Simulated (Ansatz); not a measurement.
A made-up structure of C2H3N, singlet:

```json
{"atom": "C1", "x (Å)": "-0.8189", "y (Å)": "0.1116", "z (Å)": "-0.5088"}
{"atom": "C2", "x (Å)": "0.2358", "y (Å)": "0.0695", "z (Å)": "0.2592"}
{"atom": "N3", "x (Å)": "1.1717", "y (Å)": "0.1181", "z (Å)": "1.0361"}
{"atom": "H4", "x (Å)": "1.3261", "y (Å)": "0.8920", "z (Å)": "1.6825"}
{"atom": "H5", "x (Å)": "-1.6855", "y (Å)": "-0.4918", "z (Å)": "-0.2763"}
{"atom": "H6", "x (Å)": "1.9239", "y (Å)": "-0.5486", "z (Å)": "0.8776"}
```

It is relaxed with PBE-D4/def2-SVP and then PBE0-D4/def2-TZVP (Ansatz 0.2.0). Atoms count as bonded within 1.22 times the sum of their covalent radii (H–H: 0.88 Å). The end point is not checked to be a true minimum.

(1) Does its bonding change? (Judge from chemistry; the calculation decides.)

## Answers

(1) By the calculation: No: no bond forms or breaks.

Where it ends: The first stage lowers the energy by 0.86 eV in 11 steps. It ends as C₂H₃N (C#CN):
```json
{"atom": "C1", "x (Å)": "-0.8985", "y (Å)": "-0.1556", "z (Å)": "-0.1780"}
{"atom": "C2", "x (Å)": "0.1679", "y (Å)": "0.0341", "z (Å)": "0.3429"}
{"atom": "N3", "x (Å)": "1.3770", "y (Å)": "0.2834", "z (Å)": "0.8731"}
{"atom": "H4", "x (Å)": "1.3663", "y (Å)": "0.8341", "z (Å)": "1.7184"}
{"atom": "H5", "x (Å)": "-1.8424", "y (Å)": "-0.3256", "z (Å)": "-0.6353"}
{"atom": "H6", "x (Å)": "1.9828", "y (Å)": "-0.5197", "z (Å)": "0.9491"}
```

For scale, one of the runs: PBE0-D4/def2-TZVP relaxation, 111 basis functions, launched by `ansatz run in.yaml --threads 2 --pin off --events-out ev --progress --plain --max-ram 4352MiB`. Hardware: 2 CPU threads of an Arm Neoverse V2, shared host. Wall time about 7.5 s.
